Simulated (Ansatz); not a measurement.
```yaml
crystal:
  periodic: [false, false, false]
  atoms:
    - {symbol: S, position_ang: [0.000000, 0.000000, -1.600587]}
    - {symbol: N, position_ang: [0.000000, 0.000000, -0.008401]}
    - {symbol: Si, position_ang: [0.000000, 0.000000, 1.608988]}
basis:
  gaussian: {orbitals: def2-TZVP}
magnetization: {spin_polarized: true, initial_magnetization: 1}
hamiltonian: {xc: pbe0}
relax: {f_tol: 0.004, max_steps: 80}
```

```sh
$ ansatz run in.yaml --threads 1 --pin off --events-out ev --progress --plain --max-ram 2176MiB
```

Steps of the relaxation (energy above the last step; positions in Å, forces in eV/Å):

```
3
step 1, 20.8 meV
S     0.000    0.000   -1.601    0.000    0.000    0.754
N     0.000    0.000   -0.008    0.000    0.000    0.341
Si    0.000    0.000    1.609    0.000    0.000   -1.095
```

```
3
step 2, 4.9 meV
S     0.000    0.000   -1.590    0.000    0.000    0.390
N     0.000    0.000   -0.007    0.000    0.000    0.144
Si    0.000    0.000    1.597    0.000    0.000   -0.534
```

```
3
step 3, 0.0 meV
S     0.000    0.000   -1.580    0.000    0.000   -0.005
N     0.000    0.000   -0.006    0.000    0.000   -0.027
Si    0.000    0.000    1.586    0.000    0.000    0.032
```

```
3
step 5, 0.0 meV
S     0.000    0.000   -1.581    0.000    0.000   -0.001
N     0.000    0.000   -0.006    0.000    0.000    0.000
Si    0.000    0.000    1.586    0.000    0.000    0.002
```

Close pairs at the end: S1–N2 1.575 Å, N2–Si3 1.592 Å.

A stationary point of unrestricted PBE0 after 5 steps, with ⟨S²⟩ = 0.758 against 0.75 for a pure state; no frequencies were run, so it isn't proven a minimum. 17 s on 1 thread of Intel Xeon Platinum 8488C, shared host.
